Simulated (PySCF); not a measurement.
Fluorine: a sound run and one with changed settings

Sound run: F [He] 2s2 2p5, F⁺ [He] 2s2 2p4. Computed with PySCF 2.14 in 6-31G*, with no relativity, point nucleus. The sound run starts from symmetry-adapted Hartree-Fock orbitals and uses a fine grid where one is needed.

Changed run: 6 angular points. This setting is unsound on purpose.

```csv
species,method,sound run (hartree),changed run (hartree),converged
F,UHF,-99.36341,-99.36341,yes
F,B3LYP,-99.71458,-99.74285,yes
F,TPSS,-99.71805,-99.77623,yes
F⁺,UHF,-98.78846,-98.78846,yes
F⁺,B3LYP,-99.07442,-99.10460,yes
F⁺,TPSS,-99.08866,-99.15404,yes
```

Ionisation energy of F:

```tsv
method	sound run (eV)	changed run (eV)
UHF	15.645	15.645
B3LYP	17.420	17.368
TPSS	17.127	16.931
```

A coarse angular grid integrates products of high-l functions wrongly, so density functionals can shift, and the SCF can exploit the error; Hartree-Fock and MP2 need no grid.

For comparison, NIST gives 17.423 eV between the lowest levels.
